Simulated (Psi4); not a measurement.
# C2H3Si (SMILES [C]#C[SiH3]) at UHF/pcseg-2 (sweep point 10)

Aim: the vertical doublet–quartet gap of C2H3Si at UHF/pcseg-2 (sweep point 10), from 2 runs. 

Program for the calculation: Psi4 1.11.

## (1) The system as given

C2H3Si: 6 atoms, total charge 0, spin state doublet. SMILES: `[C]#C[SiH3]`. The shape is that of a PBE0-D4/def2-TZVP optimisation.

Bond lengths: C1–C2 1.212 Å, C2–Si3 1.827 Å, Si3–H4 1.482 Å, Si3–H5 1.482 Å, Si3–H6 1.482 Å. Angles: C1–C2–Si3 179.9°, C2–Si3–H4 108.8°, C2–Si3–H5 108.8°, C2–Si3–H6 108.8°, H4–Si3–H5 110.1°, H4–Si3–H6 110.1°, H5–Si3–H6 110.1°.

## (2) A single-point energy at UHF/pcseg-2 (sweep point 10)

input.inp

```
memory 1600 MB

molecule molecule1 {
  0 2
  C      1.099800    -1.943700     1.067500
  C      0.563900    -0.994100     0.538900
  Si    -0.246300     0.437400    -0.257000
  H     -1.451000    -0.035700    -0.979200
  H      0.706200     1.059100    -1.207200
  H     -0.630600     1.412800     0.790800
  symmetry c1
}

set globals {
  basis     pcseg-2
  reference uhf
  puream    true
  scf_type  pk
  maxiter   150
}

energy('hf')
```

The run is started by

```console
$ psi4 input.inp input.out -n 1
```

input.out (excerpt; [...] marks lines left out):

```text
[...]
  Running in c1 symmetry.
[...]
  Nuclear repulsion =   76.367132930564821
[...]
  Multiplicity = 2
[...]
  Nalpha       = 15
  Nbeta        = 14
[...]
    Number of basis functions: 136
[...]
   @UHF iter   1:  -366.19420731215689   -9.69307e-01   2.73369e-03 ADIIS/DIIS
[...]
   @UHF iter  12:  -366.29980924938371   -3.91853e-08   4.92093e-07 DIIS
[...]
   @S^2 Observed:                1.151096751E+00
[...]
    Orbital Energies [Eh]
    ---------------------
    Alpha Occupied:
       1A    -68.735480     2A    -11.296786     3A    -11.216398
       4A     -6.130039     5A     -4.238513     6A     -4.237159
       7A     -4.237158     8A     -1.058104     9A     -0.772751
      10A     -0.639272    11A     -0.542430    12A     -0.502269
      13A     -0.502246    14A     -0.446086    15A     -0.446079
    Alpha Virtual:
      16A      0.108929    17A      0.111970    18A      0.111991
      19A      0.122751    20A      0.166701    21A      0.166722
      22A      0.169656    23A      0.210658    24A      0.210678
      25A      0.278932    26A      0.289853    27A      0.289882
[...]
  @UHF Final Energy:  -366.29980924938371
   => Energetics <=
    Nuclear Repulsion Energy =             76.3671329305648214
    One-Electron Energy =                -656.0747475919981753
    Two-Electron Energy =                 213.4078054120496404
    Total Energy =                       -366.2998092493837134
  UHF NO Occupations:
  HONO-2 :   13  A 1.8959520
  HONO-1 :   14  A 1.8959477
[...]
 Multipole Moments:
 ------------------------------------------------------------------------------------
     Multipole            Electronic (a.u.)      Nuclear  (a.u.)        Total (a.u.)
 ------------------------------------------------------------------------------------
 L = 1.  Multiply by 2.5417464519 to convert [e a0] to [Debye]
 Dipole X            :          1.8250511           -1.8970314           -0.0719803
 Dipole Y            :         -3.2260438            3.3529337            0.1268899
 Dipole Z            :          1.7937063           -1.8642941           -0.0705878
 Magnitude           :                                                    0.1620643
[...]
```

Wall time 22 s (1 thread of AMD EPYC 7R43 (Zen 3), shared host); peak memory 0.86 GiB.

## (3) The quartet, same level

calc.dat

```
memory 1.6 GB

molecule m {
  0 4
  C      1.099800    -1.943700     1.067500
  C      0.563900    -0.994100     0.538900
  Si    -0.246300     0.437400    -0.257000
  H     -1.451000    -0.035700    -0.979200
  H      0.706200     1.059100    -1.207200
  H     -0.630600     1.412800     0.790800
  units angstrom
  symmetry c1
}

set {
  reference uhf
  puream    true
  scf_type  pk
  maxiter   150
}

energy('scf/pcseg-2')
```

The run is started by

```console
$ psi4 -n 1 calc.dat calc.out
```

calc.out (excerpt; [...] marks lines left out):

```text
[...]
  Running in c1 symmetry.
[...]
  Nuclear repulsion =   76.367132930564821
[...]
  Multiplicity = 4
[...]
  Nalpha       = 16
  Nbeta        = 13
[...]
    Number of basis functions: 136
[...]
   @UHF iter   1:  -365.90772386551163   -6.82824e-01   3.25149e-03 ADIIS/DIIS
[...]
   @UHF iter  12:  -366.15338247525699   -4.94038e-07   9.34327e-07 DIIS
[...]
   @S^2 Observed:                3.870608217E+00
[...]
    Orbital Energies [Eh]
    ---------------------
    Alpha Occupied:
       1A    -68.728497     2A    -11.304476     3A    -11.246947
       4A     -6.121249     5A     -4.229156     6A     -4.228909
       7A     -4.228794     8A     -1.128871     9A     -0.793401
      10A     -0.666089    11A     -0.601347    12A     -0.563375
      13A     -0.506173    14A     -0.493140    15A     -0.463198
      16A     -0.250930
    Alpha Virtual:
      17A      0.104062    18A      0.108990    19A      0.124069
      20A      0.144485    21A      0.160800    22A      0.167150
      23A      0.208074    24A      0.211605    25A      0.268273
[...]
  @UHF Final Energy:  -366.15338247525699
   => Energetics <=
    Nuclear Repulsion Energy =             76.3671329305648214
    One-Electron Energy =                -655.7965309865282961
    Two-Electron Energy =                 213.2760155807065132
    Total Energy =                       -366.1533824752569899
  UHF NO Occupations:
  HONO-2 :   14  A 1.0000000
  HONO-1 :   15  A 1.0000000
[...]
 Multipole Moments:
 ------------------------------------------------------------------------------------
     Multipole            Electronic (a.u.)      Nuclear  (a.u.)        Total (a.u.)
 ------------------------------------------------------------------------------------
 L = 1.  Multiply by 2.5417464519 to convert [e a0] to [Debye]
 Dipole X            :          1.9192516           -1.8970314            0.0222202
 Dipole Y            :         -3.3855708            3.3529337           -0.0326370
 Dipole Z            :          1.8661779           -1.8642941            0.0018838
 Magnitude           :                                                    0.0395280
[...]
```

It took 20 s on 1 thread of AMD EPYC 7R43 (Zen 3), shared host; peak memory 0.85 GiB.

## (4) What came out

Level: UHF/pcseg-2 (sweep point 10).

```
                                        quantity          value
                           doublet: total energy  -366.29981 Eh
                          doublet: dipole moment         0.41 D
     doublet: HOMO energy (highest over α and β)      -11.28 eV
      doublet: LUMO energy (lowest over α and β)        0.51 eV
                                   doublet: ⟨S²⟩          1.151
                           quartet: total energy  -366.15338 Eh
                          quartet: dipole moment         0.10 D
     quartet: HOMO energy (highest over α and β)       -6.83 eV
      quartet: LUMO energy (lowest over α and β)        0.25 eV
                                   quartet: ⟨S²⟩          3.871
vertical energy of the quartet above the doublet       3.984 eV
```

**Reading.** At this shape the quartet lies 3.98 eV (92 kcal/mol) above the doublet. ⟨S²⟩ (doublet) is 1.15 where a pure doublet has 0.75: the reference is spin-contaminated. ⟨S²⟩ (quartet) is 3.87 where a pure quartet has 3.75: the reference is spin-contaminated.
